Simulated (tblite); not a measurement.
C4H8NS (doublet state).
Z-matrix (Å and degrees, GFN2-xTB geometry), rows numbered from 1:
```
C 
C   1  1.5277
N   2  1.4234  1  113.42
C   3  1.2643  2  128.65  1    67.21
C   4  1.4894  3  120.20  2   178.93
S   4  1.7329  3  122.40  2    -1.55
H   1  1.0873  2  110.38  3    53.59
H   1  1.0865  2  109.92  3   173.95
H   1  1.0894  2  109.69  3   -66.04
H   2  1.0982  1  109.70  3   124.05
H   2  1.0957  1  109.35  3  -117.36
H   5  1.0889  4  109.81  3   120.00
H   5  1.0868  4  109.88  3    -0.81
H   5  1.0890  4  109.73  3  -121.62
```

Method: GFN2-xTB as coded in tblite; computed harmonic values from a numerical Hessian at the method's own geometry, unscaled. Errors from tens to a few hundred cm⁻¹ against measured bands are possible. One conformer, not necessarily the lowest. Open shells enter through the occupations alone, without spin polarisation, and single modes of such species can be off by tens of per cent.

Harmonic wavenumbers (cm⁻¹): 65.9, 109.8, 151.3, 176.8, 238.8, 307.0, 350.1, 425.1, 506.7, 627.6, 820.8, 889.9, 996.9, 1003.9, 1070.8, 1100.8, 1130.9, 1145.8, 1227.1, 1301.6, 1380.6, 1391.0, 1445.3, 1451.2, 1453.2, 1475.0, 1486.3, 1627.5, 2889.3, 2933.9, 3010.7, 3014.0, 3024.6, 3042.9, 3045.7, 3047.8.

A = 4198, B = 2193, C = 1596 MHz; mass 102.038 u (most abundant isotopes); point group C1, symmetry number 1; spin multiplicity 2.

Problem. Zero-point energy?

Solution. Half the sum of the wavenumbers: 24683 cm⁻¹ = 295.28 kJ/mol.

Problem. What is S at 350 K and 1 bar for an ideal gas of classical rigid rotors and harmonic oscillators?

Solution. Translation 169.87, rotation 116.99, vibration 97.47, spin (R ln 2) 5.76: S = 390.1 J/(mol K).

Problem. And Cp and H(350 K) − H(0)?

Solution. Cp = 132.12 J/(mol K), of which vibrations give 98.86 (their classical limit is 36 R = 299.3); H(350 K) − H(0) = 29.68 kJ/mol without the zero-point energy, 18.04 from vibrations.

Problem. How do the functions run with temperature in this model?

Solution. 
```json
{"T (K)": "50", "S (J/(mol K))": "234.5", "Cp (J/(mol K))": "47.3", "H − H(0) (kJ/mol)": "1.90", "G − H(0) (kJ/mol)": "-9.83", "ln q(vib)": "0.23"}
{"T (K)": "100", "S (J/(mol K))": "273.4", "Cp (J/(mol K))": "66.3", "H − H(0) (kJ/mol)": "4.76", "G − H(0) (kJ/mol)": "-22.58", "ln q(vib)": "0.98"}
{"T (K)": "298.15", "S (J/(mol K))": "370.1", "Cp (J/(mol K))": "118.3", "H − H(0) (kJ/mol)": "23.19", "G − H(0) (kJ/mol)": "-87.15", "ln q(vib)": "4.60"}
{"T (K)": "373.15", "S (J/(mol K))": "398.8", "Cp (J/(mol K))": "138.2", "H − H(0) (kJ/mol)": "32.81", "G − H(0) (kJ/mol)": "-115.99", "ln q(vib)": "5.93"}
{"T (K)": "500", "S (J/(mol K))": "443.7", "Cp (J/(mol K))": "169.4", "H − H(0) (kJ/mol)": "52.37", "G − H(0) (kJ/mol)": "-169.46", "ln q(vib)": "8.14"}
{"T (K)": "750", "S (J/(mol K))": "521.7", "Cp (J/(mol K))": "215.6", "H − H(0) (kJ/mol)": "100.89", "G − H(0) (kJ/mol)": "-290.40", "ln q(vib)": "12.33"}
{"T (K)": "1000", "S (J/(mol K))": "588.3", "Cp (J/(mol K))": "246.7", "H − H(0) (kJ/mol)": "158.92", "G − H(0) (kJ/mol)": "-429.37", "ln q(vib)": "16.25"}
```

q(vib) and H(0) count from the zero-point level.

Problem. What must be added to the electronic energy to get the Gibbs energy at 350 K and 1 bar?

Solution. ZPE + [H(350 K) − H(0)] − T·S = 295.28 + 29.68 − 136.53 = 188.43 kJ/mol.

Problem. Which modes carry the vibrational entropy at 350 K?

Solution. 65.9 cm⁻¹: 19.20; 109.8 cm⁻¹: 15.00; 151.3 cm⁻¹: 12.40; 176.8 cm⁻¹: 11.15; 238.8 cm⁻¹: 8.79; 307.0 cm⁻¹: 6.91 J/(mol K); the other 30 give 24.03 together.

Problem. Blend soft modes into free rotors: weight 1/[1 + (100 cm⁻¹/ν̃)⁴] for the oscillator and the rest for a rotor with moment μB/(μ + B), μ = h/(8π²ν), B = 10⁻⁴⁴ kg m². What vibrational entropy results?

Solution. 91.97 J/(mol K) in place of 97.47, which changes −T·S at 350 K by +1.93 kJ/mol.

Hindered rotation and anharmonicity are outside this model. Other conformers, if any are populated, would add a mixing term that is left out. The structure is chiral; the term R ln 2 for an equal mix with its mirror image is left out.
